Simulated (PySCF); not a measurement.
**Towards the basis-set limit for P₂**

One table from this session's results is given with a row withheld; the runs are named, their logs left out.

Program: PySCF 2.14.0. Level of theory: CCSD(T) on RHF, no relativity in the base curves; scalar relativity is added as a correction. These are calculated values, not measurements.

The first run:

```yaml
molecule: P₂
state: singlet, unpaired electrons none
smaller_basis: P cc-pV(T+d)Z
larger_basis: P cc-pV(Q+d)Z
frozen_core_orbitals: 10
extrapolation: correlation as n⁻³ (n = 3, 4), Hartree–Fock as (n+1)·exp(−9√n)
corrections: core–valence correlation, scalar relativity
distances_Å: 1.6643, 1.7399, 1.8156, 1.8912, 1.9669, 2.0614, 2.1560
masses_u: 30.9738, 30.9738
dissociation_limit: P + P
```

On the command line:

```console
$ OMP_NUM_THREADS=4 python comp.py task.json out
```

Steps of the session up to this table: Coupled cluster at each distance.

One of the session's tables, all rows but one given; the rest of the session is left out.

```
               level  ωe (%)
CCSD(T)/cc-pVTZ(-PP)       ?
CCSD(T)/cc-pVQZ(-PP)    +0.3
              HF/CBS   +17.1
             MP2/CBS    -4.3
            CCSD/CBS    +6.0
         CCSD(T)/CBS    +1.3
      CCSD(T)/CBS+CV    +1.8
   CCSD(T)/CBS+CV+SR    +1.6
```

Estimate the missing values for CCSD(T)/cc-pVTZ(-PP).

The run gave: ωe (%): -0.9. In the column «ωe (%)» it lies between MP2/CBS (-4.3) and CCSD(T)/cc-pVQZ(-PP) (+0.3).

The last step gives Re = 1.8918 Å, ωe = 793.6 cm⁻¹ and De = 5.049 eV; the smaller basis alone is off from it by +17.9 mÅ and -0.48 eV. Near the minimum the mean field binds by 1.68 eV and correlation adds 3.34 eV of binding. Measured (Huber and Herzberg, Constants of Diatomic Molecules, 1979): Re = 1.8934 Å, ωe = 780.77 cm⁻¹, so the last step misses by -1.6 mÅ and +12.9 cm⁻¹. T1 is 0.017. Spin–orbit coupling and excitations beyond (T) are left out.

**Measured values.**

Huber and Herzberg, Constants of Diatomic Molecules, 1979 reports, for the gas: bond length Re 1.8934 Å; harmonic wavenumber ωe 780.77 cm⁻¹.
